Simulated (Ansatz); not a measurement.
## Molecular dynamics, step by step

CH$_{6}$NO (SMILES [NH3+]CO) (charge +1), closed shell, CAM-B3LYP-D4/def2-SVP (Ansatz 0.2.0). Settings (timestep in fs, temperature in K; T counts 21 degrees of freedom):

```yaml
hamiltonian: {xc: {name: CAM-B3LYP}, dispersion: d4}
md: {n_steps: 60, timestep: 0.75, temperature: 300, ensemble: nve, seed: 987, initial_velocities: maxwell_boltzmann}
```

Start (the SMILES describes the start alone):

```
9
angstrom
N -0.5743 0.6289 -0.5129
C 0.2055 -0.5272 0.0346
O 0.8082 -0.0042 1.1641
H -1.0823 0.3966 -1.3748
H 0.0801 1.4079 -0.6850
H -1.2343 0.9482 0.2131
H 0.9309 -0.8545 -0.7254
H -0.4924 -1.3471 0.2626
H 1.3587 -0.6487 1.6237
```

| step | time (fs) | potential energy less the start (meV) | kinetic energy (meV) | T (K) |
| --- | --- | --- | --- | --- |
| 0 | 0.00 | 0.0 | 271.4 | 300 |
| 4 | 3.00 | 154.7 | 123.5 | 136 |
| 8 | 6.00 | 186.1 | 90.1 | 100 |
| 12 | 9.00 | 132.1 | 141.0 | 156 |
| 16 | 12.00 | 152.2 | 124.9 | 138 |
| 20 | 15.00 | 119.3 | 157.8 | 174 |
| 24 | 18.00 | 95.4 | 179.3 | 198 |
| 28 | 21.00 | 121.0 | 154.7 | 171 |
| 32 | 24.00 | 172.8 | 106.0 | 117 |
| 36 | 27.00 | 121.6 | 153.9 | 170 |
| 40 | 30.00 | 123.9 | 150.6 | 166 |
| 44 | 33.00 | 185.8 | 92.4 | 102 |
| 48 | 36.00 | 127.0 | 149.9 | 166 |
| 52 | 39.00 | 29.4 | 243.3 | 269 |
| 56 | 42.00 | 130.2 | 146.1 | 161 |
| 60 | 45.00 | 228.5 | 49.7 | 55 |

Step 8, positions (Å) and forces (eV/Å):

| atom | x | y | z | Fx | Fy | Fz |
| --- | --- | --- | --- | --- | --- | --- |
| N1 | -0.585 | 0.626 | -0.532 | 0.336 | 0.515 | 1.623 |
| C2 | 0.227 | -0.529 | 0.047 | -0.258 | -0.731 | -0.570 |
| O3 | 0.813 | -0.014 | 1.165 | -1.707 | 2.231 | -1.681 |
| H4 | -1.138 | 0.494 | -1.390 | 0.027 | -0.370 | 0.065 |
| H5 | -0.001 | 1.453 | -0.635 | 0.730 | 0.316 | -0.537 |
| H6 | -1.177 | 0.955 | 0.258 | -0.362 | -0.372 | -0.413 |
| H7 | 0.921 | -0.920 | -0.740 | -0.263 | 0.408 | 0.310 |
| H8 | -0.556 | -1.285 | 0.236 | 0.225 | -0.207 | 0.121 |
| H9 | 1.329 | -0.577 | 1.689 | 1.271 | -1.790 | 1.081 |

Step 36, positions (Å) and forces (eV/Å):

```json
{"atom": "N1", "x": "-0.567", "y": "0.609", "z": "-0.488", "Fx": "-0.919", "Fy": "0.393", "Fz": "-0.221"}
{"atom": "C2", "x": "0.200", "y": "-0.512", "z": "0.041", "Fx": "0.865", "Fy": "-1.080", "Fz": "-0.122"}
{"atom": "O3", "x": "0.808", "y": "0.002", "z": "1.141", "Fx": "0.889", "Fy": "-1.005", "Fz": "1.462"}
{"atom": "H4", "x": "-1.012", "y": "0.343", "z": "-1.369", "Fx": "-0.469", "Fy": "0.163", "Fz": "-0.195"}
{"atom": "H5", "x": "0.079", "y": "1.355", "z": "-0.685", "Fx": "0.863", "Fy": "0.858", "Fz": "-0.388"}
{"atom": "H6", "x": "-1.229", "y": "1.058", "z": "0.170", "Fx": "-0.170", "Fy": "-0.594", "Fz": "0.034"}
{"atom": "H7", "x": "0.905", "y": "-0.785", "z": "-0.781", "Fx": "-0.176", "Fy": "-0.010", "Fz": "0.250"}
{"atom": "H8", "x": "-0.461", "y": "-1.378", "z": "0.214", "Fx": "-0.197", "Fy": "0.134", "Fz": "0.101"}
{"atom": "H9", "x": "1.238", "y": "-0.704", "z": "1.708", "Fx": "-0.687", "Fy": "1.140", "Fz": "-0.922"}
```

Step 48, positions (Å) and forces (eV/Å):

```
atom       x       y       z      Fx      Fy      Fz
  N1  -0.574   0.614  -0.509  -0.920   0.129   0.905
  C2   0.214  -0.519   0.042  -0.642  -0.810   0.128
  O3   0.815   0.000   1.150   0.764  -0.902   1.285
  H4  -1.112   0.468  -1.367   0.070  -0.452  -0.295
  H5   0.101   1.339  -0.679   0.456   1.254  -0.136
  H6  -1.250   0.929   0.216   0.399   0.175  -0.231
  H7   0.886  -0.797  -0.763   0.510  -0.408  -0.336
  H8  -0.530  -1.316   0.223   0.280  -0.177   0.104
  H9   1.234  -0.679   1.774  -0.917   1.192  -1.425
```

Last step (60):

```csv
atom,x (Å),y (Å),z (Å)
N1,-0.5817,0.6563,-0.5218
C2,0.2274,-0.5684,0.0343
O3,0.8181,0.0113,1.1562
H4,-1.1061,0.3972,-1.3647
H5,-0.0409,1.5003,-0.6708
H6,-1.2276,0.9154,0.2575
H7,0.9274,-0.9366,-0.6952
H8,-0.4951,-1.3699,0.2983
H9,1.1871,-0.7386,1.7437
```

The run took about 67 s on 2 CPU threads of an Arm Neoverse V1 (shared host).
